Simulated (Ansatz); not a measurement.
Density of states of Ca (P6_3/mmc, a = 3.939 Å, b = 3.939 Å, c = 6.457 Å, α = 90.00°, β = 90.00°, γ = 120.00°), in states per eV and primitive cell, averaged over bins of 0.3 eV. Level of theory: DFT r2SCAN, scalar-relativistic, plane waves, PAW (Ansatz 0.2.0).

Plane waves to 500 eV, a k mesh through Γ of 12×12×8 on the computed 2-atom cell and Gaussian smearing (0.10 eV); no spin polarisation.

The cell is relaxed at this level. The states (both spins) are summed by tetrahedra on a 18×18×12 mesh at the self-consistent density. Energies are bin centres; the table starts no lower than −8 eV and ends at 6 eV, or lower where the solved bands end.

It is a metal at this level.

```
E − E_F (eV) total Ca 4s
       -4.20   0.12   0.12
       -3.90   0.29   0.28
       -3.60   0.39   0.38
       -3.30   0.49   0.47
       -3.00   0.58   0.56
       -2.70   0.67   0.64
       -2.40   0.76   0.72
       -2.10   0.86   0.80
       -1.80   0.98   0.88
       -1.50   1.12   0.97
       -1.20   1.34   1.09
       -0.90   1.37   1.00
       -0.60   1.77   1.06
       -0.30   1.72   0.68
        0.00   2.13   0.30
        0.30   3.91   0.18
        0.60   3.56   0.08
        0.90   1.91   0.06
        1.20   1.91   0.07
        1.50   3.61   0.05
        1.80   4.56   0.07
        2.10   4.29   0.12
```

The columns after the total are the Löwdin projections on the occupied valence shells of the potentials. The rest of the total lies in shells that are empty in the free atom, which aren't projected, and between the atoms.

This form isn't the element's structure at ambient conditions.

Cost: 1 run of about 1.2 core-minutes, on Oxide Virtual Turin-like Processor (Zen 5) (shared hosts).